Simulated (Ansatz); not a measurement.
**How far a parabola holds: energy against volume of rock-salt NbC**

System: rock-salt NbC. Method: PBEsol in Ansatz (PAW). Settings: plane-wave cutoff 520 eV, 22×22×22 k mesh, Fermi–Dirac smearing 0.05 eV, no spin polarisation, scalar-relativistic PAW data made under PBE. The cell has no free parameter but its volume, all volumes share cutoff and mesh, and the runs aren't spin-polarised. Energies are free energies at the run's smearing, counted from the lowest row; static lattice.

| V (Å³/atom) | E (meV/atom) |
|---|---|
| 10.573 | 18.95 |
| 10.793 | 4.58 |
| 11.013 | 0.00 |
| 11.233 | 4.23 |
| 11.454 | 16.39 |
| 11.674 | ? |

Q: Fit E against V with a parabola, and predict the withheld value at V = 11.674.

A: With u = V - 11.01, the rows have u = -0.43700, -0.21700, 0.00300, 0.22300, 0.44400. Least squares gives E = 0.007 - 3.104·u + 91.073·u². Residuals (row less fit): 0.194, -0.389, 0.001, 0.386, -0.193; standard error 0.433 (degrees of freedom: 2). The fitted curve has its minimum at V = 11.0, where E = -0.02. Its curvature is d²E/dV² = 2 × 91.073 meV/Å⁶, so B = V0·d²E/dV² × 0.1602 = 322 GPa. At the withheld row, u = 0.66400, so E = 0.007 - 3.104 × 0.66400 + 91.073 × 0.66400² = 38.100 meV/atom. The calculation gives 35.71 meV/atom, 2.390 meV/atom below the prediction (6.7 % of the range of E in the table). The row lies outside the fitted rows, so this is an extrapolation. From the scatter of the fitted rows alone, a prediction at this place has a standard error of 1.025 meV/atom, so the miss is 2.3 times that.

The residuals are curvature that a parabola lacks, not noise. A solid that stiffens under compression and softens on expansion lies above the parabola at the compressed end and under it at the expanded end, as this row does. A third-order Birch-Murnaghan fit to the whole scan has B0 = 320 GPa. Only scans are tabulated whose curvature falls smoothly with volume, and where the parabola meets the shown rows within 5 % of their range and misses the end by 0.1 meV or more.

Measured, for comparison: bulk modulus 281 ± 6 GPa (room temperature, not corrected to a static lattice; as tabulated in High-pressure structural stability of NbC, High Pressure Research 37, 244 …). Computed less measured: bulk modulus +14 %.

Ansatz is a first-principles code.
